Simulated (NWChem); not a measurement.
Everything below was run with NWChem. System: dimethylamine (C2H7N), charge 0, spin multiplicity 1, at a geometry optimised with PBE0/def2-SVP. Level: PBE0/3-21G.

Job file:

```
start mol
memory heap 200 mb stack 900 mb global 1100 mb
geometry units angstroms nocenter noautoz
  C     -0.216736     0.018376    -1.207261
  N      0.551446    -0.140009     0.000000
  C     -0.216736     0.018376     1.207261
  H     -0.762440     0.986117    -1.288612
  H     -0.973296    -0.781514    -1.278617
  H      0.436073    -0.075382    -2.088620
  H      1.340029     0.501099     0.000000
  H     -0.762440     0.986117     1.288612
  H      0.436073    -0.075382     2.088620
  H     -0.973296    -0.781514     1.278617
  symmetry group Cs
end
basis spherical
  * library 3-21g
end
dft
  xc pbe0
  semidirect memsize 60000000 filesize 0
  iterations 100
end
task dft energy
```

Part of the output:

```
             Northwest Computational Chemistry Package (NWChem) 7.3.0
             --------------------------------------------------------

                                NWChem Input Module
                                -------------------

 Scaling coordinates for geometry "geometry" by  1.889725989
 (inverse scale =  0.529177249)

 Turning off AUTOSYM since
 SYMMETRY directive was detected!

                             Geometry "geometry" -> ""
                             -------------------------

 Output coordinates in angstroms (scale by  1.889725989 to convert to a.u.)

  No.       Tag          Charge          X              Y              Z
 ---- ---------------- ---------- -------------- -------------- --------------
    1 C                    6.0000    -0.21673600     0.01837600    -1.20726100
    2 N                    7.0000     0.55144600    -0.14000900     0.00000000
    3 C                    6.0000    -0.21673600     0.01837600     1.20726100
    4 H                    1.0000    -0.76244000     0.98611700    -1.28861200
    5 H                    1.0000    -0.97329600    -0.78151400    -1.27861700
    6 H                    1.0000     0.43607300    -0.07538200    -2.08862000
    7 H                    1.0000     1.34002900     0.50109900     0.00000000
    8 H                    1.0000    -0.76244000     0.98611700     1.28861200
    9 H                    1.0000     0.43607300    -0.07538200     2.08862000
   10 H                    1.0000    -0.97329600    -0.78151400     1.27861700

 Effective nuclear repulsion energy (a.u.)      84.2929080680

            Nuclear Dipole moment (a.u.)
            ----------------------------
        X                 Y               Z
 ---------------- ---------------- ----------------
    -0.0000132281    -0.0000188973     0.0000000000

      Symmetry information
      --------------------

 Group name             Cs
 Group number              2
 Group order               2
 No. of unique centers     6

      Symmetry unique atoms

     1    2    4    5    6    7


 Summary of "ao basis" -> "" (spherical)
 ------------------------------------------------------------------------------
       Tag                 Description            Shells   Functions and Types
 ---------------- ------------------------------  ------  ---------------------
 *                           3-21g                    on all atoms

                                 NWChem DFT Module
                                 -----------------

 Summary of "ao basis" -> "ao basis" (spherical)
 ------------------------------------------------------------------------------
       Tag                 Description            Shells   Functions and Types
 ---------------- ------------------------------  ------  ---------------------
 C                           3-21g                   5        9   3s2p
 N                           3-21g                   5        9   3s2p
 H                           3-21g                   2        2   2s

 Summary of "ao basis" -> "ao basis" (spherical)
 ------------------------------------------------------------------------------
       Tag                 Description            Shells   Functions and Types
 ---------------- ------------------------------  ------  ---------------------
 C                           3-21g                   5        9   3s2p
 N                           3-21g                   5        9   3s2p
 H                           3-21g                   2        2   2s
[...]
 d= 0,ls=0.0,diis     2   -134.2459712042 -2.27D-02  5.77D-03  5.52D-02     0.5
 d= 0,ls=0.0,diis     3   -134.2492361065 -3.26D-03  2.27D-03  2.83D-02     0.8
 d= 0,ls=0.0,diis     4   -134.2520976292 -2.86D-03  3.34D-04  2.05D-04     0.9
 d= 0,ls=0.0,diis     5   -134.2521196722 -2.20D-05  1.15D-04  2.78D-05     1.1
  Resetting Diis
 d= 0,ls=0.0,diis     6   -134.2521231323 -3.46D-06  1.41D-05  1.38D-07     1.2
 d= 0,ls=0.0,diis     7   -134.2521231595 -2.72D-08  2.68D-06  2.06D-09     1.4

         Total DFT energy =     -134.252123159480
      One electron energy =     -346.803615852764
           Coulomb energy =      148.405998214955
    Exchange-Corr. energy =      -20.147413589666
 Nuclear repulsion energy =       84.292908067995

 Numeric. integr. density =       25.999992493120

     Total iterative time =      1.3s

                  Occupations of the irreducible representations
                  ----------------------------------------------

                     irrep           alpha         beta
                     --------     --------     --------
                     a'                8.0          8.0
                     a"                5.0          5.0

                       DFT Final Molecular Orbital Analysis
                       ------------------------------------

 Vector   11  Occ=2.000000D+00  E=-3.692562D-01  Symmetry=a"
              MO Center=  3.9D-02,  1.1D-02,  4.1D-11, r^2= 3.4D+00
   Bfn.  Coefficient  Atom+Function         Bfn.  Coefficient  Atom+Function
  ----- ------------  ---------------      ----- ------------  ---------------
     5      0.254020   1 C  pz               23      0.254020   3 C  pz
     9      0.208229   1 C  pz               27      0.208229   3 C  pz
    32     -0.195489   6 H  s                33     -0.196446   6 H  s
    38      0.195489   9 H  s                39      0.196446   9 H  s
    14     -0.177695   2 N  pz               18     -0.161335   2 N  pz

 Vector   12  Occ=2.000000D+00  E=-3.687665D-01  Symmetry=a'
              MO Center= -2.5D-02, -1.5D-01, -4.1D-11, r^2= 2.9D+00
   Bfn.  Coefficient  Atom+Function         Bfn.  Coefficient  Atom+Function
  ----- ------------  ---------------      ----- ------------  ---------------
     3      0.228582   1 C  px               21      0.228582   3 C  px
    12     -0.227200   2 N  px               16     -0.212083   2 N  px
    35     -0.193591   7 H  s                 7      0.180579   1 C  px
    25      0.180579   3 C  px               34     -0.179879   7 H  s
    31     -0.171262   5 H  s                41     -0.171262  10 H  s

 Vector   13  Occ=2.000000D+00  E=-2.073505D-01  Symmetry=a'
              MO Center=  3.2D-01, -1.2D-01,  1.0D-16, r^2= 1.8D+00
   Bfn.  Coefficient  Atom+Function         Bfn.  Coefficient  Atom+Function
  ----- ------------  ---------------      ----- ------------  ---------------
    17      0.506686   2 N  py               13      0.409948   2 N  py
    15     -0.260842   2 N  s                29     -0.246646   4 H  s
    37     -0.246646   8 H  s                16     -0.212096   2 N  px
    12     -0.151946   2 N  px               28     -0.125233   4 H  s
    36     -0.125233   8 H  s                31      0.118063   5 H  s

 Vector   14  Occ=0.000000D+00  E= 1.248087D-01  Symmetry=a'
              MO Center=  3.5D-01,  2.9D-01,  4.2D-13, r^2= 4.5D+00
   Bfn.  Coefficient  Atom+Function         Bfn.  Coefficient  Atom+Function
  ----- ------------  ---------------      ----- ------------  ---------------
    15      0.940168   2 N  s                 6      0.913113   1 C  s
    24      0.913113   3 C  s                35     -0.793523   7 H  s
    33     -0.662942   6 H  s                39     -0.662942   9 H  s
     9     -0.503054   1 C  pz               27      0.503054   3 C  pz
    29     -0.499936   4 H  s                37     -0.499936   8 H  s

 Vector   15  Occ=0.000000D+00  E= 1.659737D-01  Symmetry=a'
              MO Center= -3.7D-01, -2.2D-01,  6.1D-13, r^2= 4.6D+00
   Bfn.  Coefficient  Atom+Function         Bfn.  Coefficient  Atom+Function
  ----- ------------  ---------------      ----- ------------  ---------------
    31      0.993467   5 H  s                41      0.993467  10 H  s
    35     -0.724742   7 H  s                 7      0.686595   1 C  px
    25      0.686595   3 C  px                6     -0.653231   1 C  s
    24     -0.653231   3 C  s                29      0.494835   4 H  s
    37      0.494835   8 H  s                33     -0.388771   6 H  s

 Vector   16  Occ=0.000000D+00  E= 1.911560D-01  Symmetry=a'
              MO Center=  5.7D-01,  1.2D-01,  3.1D-16, r^2= 4.9D+00
   Bfn.  Coefficient  Atom+Function         Bfn.  Coefficient  Atom+Function
  ----- ------------  ---------------      ----- ------------  ---------------
    15      1.261011   2 N  s                 6     -1.026708   1 C  s
    24     -1.026708   3 C  s                33      1.004412   6 H  s
    39      1.004412   9 H  s                35     -0.718312   7 H  s
     7     -0.547676   1 C  px               25     -0.547676   3 C  px
    17      0.267264   2 N  py                3     -0.131908   1 C  px

 center of mass
 --------------
 x =   0.05247205 y =  -0.03162475 z =   0.00000000

 moments of inertia (a.u.)
 ------------------
         193.338964752986           1.884055727613          -0.000000000000
           1.884055727613         217.977193616536           0.000000000000
          -0.000000000000           0.000000000000          51.247359128613

     Multipole analysis of the density
     ---------------------------------

     L   x y z        total         alpha         beta         nuclear
     -   - - -        -----         -----         ----         -------
     0   0 0 0     -0.000000    -13.000000    -13.000000     26.000000

     1   1 0 0     -0.055606     -0.027796     -0.027796     -0.000013
     1   0 1 0      0.421800      0.210909      0.210909     -0.000019
     1   0 0 1      0.000000      0.000000      0.000000      0.000000

     2   2 0 0    -14.909975    -21.606364    -21.606364     28.302754
     2   1 1 0      1.563254      0.718995      0.718995      0.125263
     2   1 0 1      0.000000      0.000000      0.000000      0.000000
     2   0 2 0    -16.131018    -14.440067    -14.440067     12.749116
     2   0 1 1      0.000000     -0.000000     -0.000000      0.000000
     2   0 0 2    -14.207757    -65.678584    -65.678584    117.149412

 Task  times  cpu:        1.3s     wall:        1.3s

 Total times  cpu:        1.4s     wall:        1.4s
```
